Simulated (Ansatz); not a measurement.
`C#C[O]`• → 2 C• + H• + O•  (atomization)

Gas-phase electronic energies from Ansatz, PBE0-D4/def2-TZVP geometries. CCSD(T)/CBS is frozen-core, at the limit of the def2 triple- and quadruple-zeta sets. Functionals use def2-TZVPP. B3LYP here is the variant with VWN-RPA as its local correlation; programs differ in this. HSE06 is defined as in plane-wave codes. No spin–orbit coupling; open shells (•) take unrestricted orbitals. Spin–orbit coupling would lower the free atoms: a little for C, O.

| level | ΔE (eV) | difference from CCSD(T)/CBS |
| --- | --- | --- |
| LDA (SPW92) | 21.98 | 3.87 |
| PBE-D4 | 19.56 | 1.45 |
| revPBE-D4 | 18.88 | 0.77 |
| r2SCAN-D4 | 18.71 | 0.60 |
| B97M-V | 18.56 | 0.45 |
| PBE0-D4 | 18.62 | 0.51 |
| B3LYP-D4 | 18.44 | 0.33 |
| r2SCANh-D4 | 18.40 | 0.29 |
| r2SCAN0-D4 | 17.95 | -0.16 |
| HSE06-D4 | 18.64 | 0.53 |
| BHLYP-D4 | 17.23 | -0.88 |
| CAM-B3LYP-D4 | 18.39 | 0.28 |
| ωB97X-V | 18.25 | 0.14 |
| ωB97M-V | 18.35 | 0.24 |
| B2PLYP | 18.25 | 0.14 |
| PBE-QIDH | 18.15 | 0.04 |
| PBE | 19.51 | 1.40 |
| revPBE | 18.73 | 0.62 |
| BLYP | 18.77 | 0.66 |
| r2SCAN | 18.70 | 0.59 |
| PBE0 | 18.58 | 0.47 |
| B3LYP | 18.37 | 0.26 |
| r2SCANh | 18.39 | 0.28 |
| HSE06 | 18.61 | 0.50 |
| BHLYP | 17.18 | -0.93 |
| CAM-B3LYP | 18.36 | 0.25 |
| LC-ωPBE | 18.40 | 0.29 |
| HF/def2-SVP | 12.35 | -5.76 |
| MP2/def2-SVP | 17.84 | -0.27 |
| CCSD(T)/def2-SVP | 17.28 | -0.83 |
| HF/def2-TZVPP | 12.15 | -5.96 |
| MP2/def2-TZVPP | 18.28 | 0.17 |
| SCS-MP2/def2-TZVPP | 17.87 | -0.24 |
| CCSD/def2-TZVPP | 17.07 | -1.04 |
| CCSD(T)/def2-TZVPP | 17.58 | -0.53 |
| HF/def2-QZVPP | 12.18 | -5.93 |
| MP2/def2-QZVPP | 18.59 | 0.48 |
| SCS-MP2/def2-QZVPP | 18.22 | 0.11 |
| HF/CBS(def2) | 12.18 | -5.93 |
| MP2/CBS(def2) | 18.80 | 0.69 |
| CCSD(T)/CBS | 18.11 | 0 |

Q: What do rigid-rotor, harmonic-oscillator terms from PBE0-D4/def2-TZVP frequencies (298.15 K, 1 bar) make of the CCSD(T)/CBS value? (Estimate.)

A: Ansatz gave: ΔZPE = -0.51 eV, ΔH = +17.73 eV, ΔS = 347 J/(mol·K), ΔG = +16.66 eV. Open shells count their whole term as degenerate.

Largest T1 diagnostic among the species: 0.023.

From BLYP to BHLYP (50 % exact exchange), in def2-TZVPP and without D4, ΔE moves by −1.59 eV: exact exchange takes away binding that semilocal exchange gives to molecules. Leaving LDA and LC-ωPBE aside and taking each functional with its dispersion term where it has one, the values spread over 2.33 eV, from BHLYP-D4 to PBE-D4. LDA lies +2.46 eV from PBE without D4, its usual overbinding.

CCSD(T)/CBS has its own doubt, a few kJ/mol and more with outer-core shells, so smaller differences from it don't rank the levels.
